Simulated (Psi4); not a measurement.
# A workflow on CH3AlN− ([Al(CN)H3]-)

Aim: a geometry optimisation (B3LYP-D4/pcseg-1), then vibrational wavenumbers, then a single-point energy (MP2/cc-pVTZ) of CH3AlN− ([Al(CN)H3]-). 

The results are computed with Psi4 1.11.

## (1) Starting point

The species is CH3AlN− (6 atoms), meant as a singlet with charge -1. SMILES: `[H][Al-]([H])([H])[C]#N`. Geometry: a GFN2-xTB relaxation, a rough one for these elements and not checked as a minimum. The run starts from this shape.

Bond lengths: Al1–C2 2.026 Å, C2–N3 1.159 Å, Al1–H4 1.614 Å, Al1–H5 1.616 Å, Al1–H6 1.614 Å. Angles: Al1–C2–N3 178.7°, C2–Al1–H4 107.8°, C2–Al1–H5 108.1°, C2–Al1–H6 107.8°, H4–Al1–H5 111.0°, H4–Al1–H6 111.0°, H5–Al1–H6 111.0°.

## (2) A structure relaxation at B3LYP-D4/pcseg-1 (density fitting) (run 1)

calc.dat reads:

```
memory 1600 mb

molecule molecule1 {
  -1 1
  Al    -0.006940     0.007910    -0.620420
  C      0.003570    -0.008410     1.405440
  N      0.029370    -0.033690     2.563760
  H      1.527250     0.022600    -1.121070
  H     -0.786890     1.336660    -1.107190
  H     -0.766370    -1.325080    -1.120530
  symmetry c1
}

set {
  basis        pcseg-1
  reference    rks
  geom_maxiter 60
}

opt('b3lyp-d4')
print_variables()
```

Command:

```bash
$ psi4 -i calc.dat -o calc.out -n 1
```

calc.out:

```text
[...]
  Running in c1 symmetry.
[...]
  Nuclear repulsion =   74.064801638187475
[...]
  Multiplicity = 1
[...]
  Nalpha       = 15
  Nbeta        = 15
[...]
    Number of basis functions: 61
[...]
   @DF-RKS iter   1:  -336.96912755882272   -7.73055e-01   8.58155e-03 DIIS/ADIIS
[...]
   @DF-RKS iter   7:  -337.15563037159058   -7.38964e-13   3.86846e-09 DIIS
[...]
    Orbital Energies [Eh]
    ---------------------
    Doubly Occupied:
       1A    -55.811389     2A    -14.126725     3A    -10.000179
       4A     -3.923198     5A     -2.480306     6A     -2.478179
       7A     -2.478178     8A     -0.711070     9A     -0.299200
      10A     -0.205658    11A     -0.161272    12A     -0.161270
      13A     -0.150188    14A     -0.104726    15A     -0.104717
[...]
  @DF-RKS Final Energy:  -337.15563037159058
   => Energetics <=
    Nuclear Repulsion Energy =             73.6915703385950707
    One-Electron Energy =                -616.6472533311326742
    Two-Electron Energy =                 231.8396294871086525
    DFT Exchange-Correlation Energy =     -26.0331105397270477
    Empirical Dispersion Energy =          -0.0064663264346047
    VV10 Nonlocal Energy =                  0.0000000000000000
    Total Energy =                       -337.1556303715905756
[...]
 Multipole Moments:
 ------------------------------------------------------------------------------------
     Multipole            Electronic (a.u.)      Nuclear  (a.u.)        Total (a.u.)
 ------------------------------------------------------------------------------------
 L = 1.  Multiply by 2.5417464519 to convert [e a0] to [Debye]
 Dipole X            :          0.0293532           -0.0276717            0.0016814
 Dipole Y            :         -0.0373966            0.0350927           -0.0023039
 Dipole Z            :          3.8790668           -3.5972891            0.2817778
 Magnitude           :                                                    0.2817922
[...]
  -Total Gradient:
     Atom            X                  Y                   Z
    ------   -----------------  -----------------  -----------------
       1        0.000018441986    -0.000013248886    -0.000116766038
       2       -0.000039079147     0.000035010668     0.000126049910
       3        0.000028652600    -0.000023638804    -0.000051829553
       4       -0.000014972894     0.000000657109     0.000018387589
       5        0.000003553170    -0.000014166921     0.000004674229
       6        0.000005021549     0.000016816874     0.000007861467
[...]
```

Standard output:

```text
Optimizer: Optimization complete!
```

Wall time 15 s (1 thread of Intel Xeon 6975P-C (Granite Rapids), shared host); peak memory 0.45 GiB.

Steps, from the record of the run:

| step | energy from the first frame kept (eV) | largest force (eV/Å) |
| --- | --- | --- |
| 0 | 0.0000 | 0.8993 |
| 1 | -0.0098 | 0.0960 |
| 2 | -0.0102 | 0.0440 |
| 3 | -0.0103 | 0.0171 |
| 4 | -0.0104 | 0.0138 |
| 5 | -0.0104 | 0.0070 |

After the run. Bond lengths: Al1–C2 2.035 Å, C2–N3 1.166 Å, Al1–H4 1.626 Å, Al1–H5 1.626 Å, Al1–H6 1.626 Å. Angles: Al1–C2–N3 179.9°, C2–Al1–H4 106.6°, C2–Al1–H5 106.7°, C2–Al1–H6 106.6°, H4–Al1–H5 112.2°, H4–Al1–H6 112.2°, H5–Al1–H6 112.1°.

## (3) Vibrational wavenumbers at B3LYP-D4/pcseg-1 (density fitting) (run 2)

job.in reads:

```
memory 1600 mb

molecule {
  -1 1
  Al    -0.005212     0.006192    -0.628006
  C      0.010073    -0.013393     1.406352
  N      0.020465    -0.025940     2.572655
  H      1.549181     0.022364    -1.104463
  H     -0.797659     1.353686    -1.075023
  H     -0.777506    -1.344214    -1.100670
}

set t 600.0
set rotational_symmetry_number 3

e, wfn = freq("b3lyp-d4/pcseg-1", return_wfn=True)
print_variables()
```

Command:

```bash
$ psi4 -i job.in -o job.out -n 1
```

job.out:

```text
[...]
  Running in c1 symmetry.
[...]
  Nuclear repulsion =   73.691573416422372
[...]
  Multiplicity = 1
[...]
  Nalpha       = 15
  Nbeta        = 15
[...]
    Number of basis functions: 61
[...]
   @DF-RKS iter   1:  -336.97215423705967   -7.92317e-01   8.52149e-03 ADIIS/DIIS
[...]
   @DF-RKS iter  10:  -337.15563014883503   -1.47793e-12   4.22459e-09 DIIS
[...]
  @DF-RKS Final Energy:  -337.15563014883503
   => Energetics <=
    Nuclear Repulsion Energy =             73.6914799540267325
    One-Electron Energy =                -616.6470486265884574
    Two-Electron Energy =                 231.8395106247723731
    DFT Exchange-Correlation Energy =     -26.0331057820139407
    Empirical Dispersion Energy =          -0.0064663190317379
    VV10 Nonlocal Energy =                  0.0000000000000000
    Total Energy =                       -337.1556301488350300
[...]
  -Total Gradient:
     Atom            X                  Y                   Z
    ------   -----------------  -----------------  -----------------
       1        0.000019566645     0.000118622087    -0.000114115239
       2       -0.000039543682     0.000095689500     0.000127450867
       3        0.000028739681    -0.000033363369    -0.000052564403
       4       -0.000014533365    -0.000011173984     0.000018233186
       5        0.000047937191    -0.000098219661     0.000067811224
       6       -0.000040512753    -0.000072711261    -0.000058429602
[...]
  ==> Harmonic Vibrational Analysis <==
[...]
  Freq [cm^-1]                 247.6826            249.1506            442.5323
[...]
  IR activ [km/mol]            15.0568             14.5924             27.5810
[...]
  Freq [cm^-1]                 552.1911            555.9919            763.8254
[...]
  IR activ [km/mol]            57.5160             57.2375             214.9087
[...]
  Freq [cm^-1]                 768.1344            783.3707           1734.0126
[...]
  IR activ [km/mol]            217.0715            560.8533            525.9840
[...]
  Freq [cm^-1]                1736.3007           1784.8374           2256.7640
[...]
  IR activ [km/mol]            526.6865            139.0207             1.4468
[...]
  Total E_0, Enthalpy at 0 [K]                                                         -337.12857760 [Eh]
[...]
  Total H, Enthalpy at  600.00 [K]                                                     -337.11293391 [Eh]
[...]
  Total G, Gibbs energy at  600.00 [K]                                                 -337.18862277 [Eh]
[...]
```

The script printed:

```text
Warning: used thermodynamics relations inappropriate for low-frequency modes: ['247.6826' '249.1506' '442.5323' '552.1911' '555.9919']
```

Run time: 80 s. Hardware: 1 thread of Intel Xeon 6975P-C (Granite Rapids), shared host; peak memory 0.44 GiB.

## (4) The energy at MP2/cc-pVTZ (density fitting, density fitting for correlation) (run 3)

calc.inp reads:

```
memory 1600 mb

molecule m {
  -1 1
  Al    -0.005212     0.006192    -0.628006
  C      0.010073    -0.013393     1.406352
  N      0.020465    -0.025940     2.572655
  H      1.549181     0.022364    -1.104463
  H     -0.797659     1.353686    -1.075023
  H     -0.777506    -1.344214    -1.100670
}

set {
  basis       cc-pVTZ
  reference   rhf
  freeze_core true
}

energy_value = energy("mp2")
```

Command:

```bash
$ psi4 calc.inp calc.out -n 1
```

calc.out:

```text
[...]
  Running in c1 symmetry.
[...]
  Nuclear repulsion =   73.691573416422372
[...]
  Multiplicity = 1
[...]
  Nalpha       = 15
  Nbeta        = 15
[...]
    Number of basis functions: 136
[...]
   @DF-RHF iter   1:  -336.01038816314451   -1.39905e+00   2.35193e-03 DIIS/ADIIS
[...]
   @DF-RHF iter  10:  -336.07202849293924   -4.06999e-11   7.67779e-09 DIIS
[...]
    Orbital Energies [Eh]
    ---------------------
    Doubly Occupied:
       1A    -58.262563     2A    -15.379207     3A    -11.057716
       4A     -4.677388     5A     -2.992540     6A     -2.991795
       7A     -2.991794     8A     -1.017306     9A     -0.484579
      10A     -0.381671    11A     -0.301055    12A     -0.288425
      13A     -0.288419    14A     -0.227869    15A     -0.227858
[...]
  @DF-RHF Final Energy:  -336.07202849293924
   => Energetics <=
    Nuclear Repulsion Energy =             73.6915734164223721
    One-Electron Energy =                -616.3868303911199291
    Two-Electron Energy =                 206.6232284817583889
    Total Energy =                       -336.0720284929392392
[...]
 Multipole Moments:
 ------------------------------------------------------------------------------------
     Multipole            Electronic (a.u.)      Nuclear  (a.u.)        Total (a.u.)
 ------------------------------------------------------------------------------------
 L = 1.  Multiply by 2.5417464519 to convert [e a0] to [Debye]
 Dipole X            :          0.0288722           -0.0276711            0.0012011
 Dipole Y            :         -0.0368543            0.0350926           -0.0017617
 Dipole Z            :          3.8314534           -3.5972880            0.2341654
 Magnitude           :                                                    0.2341751
[...]
```

It took 2.3 s on 1 thread of Intel Xeon 6975P-C (Granite Rapids), shared host; peak memory 0.33 GiB.

## (5) Summary of results

```
                                                                       quantity             value
                               run 1, B3LYP-D4/pcseg-1: total energy at the end     -337.15563 Eh
                                           run 1, B3LYP-D4/pcseg-1: HOMO energy          -2.85 eV
                                           run 1, B3LYP-D4/pcseg-1: LUMO energy           4.97 eV
 run 1, B3LYP-D4/pcseg-1: HOMO–LUMO gap (to an unbound level, set by the basis)           7.82 eV
                                     run 1, B3LYP-D4/pcseg-1: dispersion energy     -16.98 kJ/mol
                            run 2, B3LYP-D4/pcseg-1: lowest harmonic wavenumber          248 cm⁻¹
                           run 2, B3LYP-D4/pcseg-1: highest harmonic wavenumber         2257 cm⁻¹
                                     run 2, B3LYP-D4/pcseg-1: zero-point energy       71.0 kJ/mol
run 2, B3LYP-D4/pcseg-1: ideal-gas entropy at 600 K (symmetry number 3 as used)  79.2 cal/(mol K)
                                               run 3, MP2/cc-pVTZ: total energy     -336.51828 Eh
                        run 3, MP2/cc-pVTZ: HOMO energy (Hartree–Fock orbitals)          -6.20 eV
                        run 3, MP2/cc-pVTZ: LUMO energy (Hartree–Fock orbitals)           7.39 eV
      run 3, MP2/cc-pVTZ: HOMO–LUMO gap (to an unbound level, set by the basis)          13.59 eV
                run 3, MP2/cc-pVTZ: correlation energy (7 core orbitals frozen)        -446.2 mEh
```

In words: The optimisation (run 1, B3LYP-D4/pcseg-1) took 6 steps and changed the energy by -0.010 eV. All 12 modes (run 2, B3LYP-D4/pcseg-1) are real, so the shape is a minimum at this level.
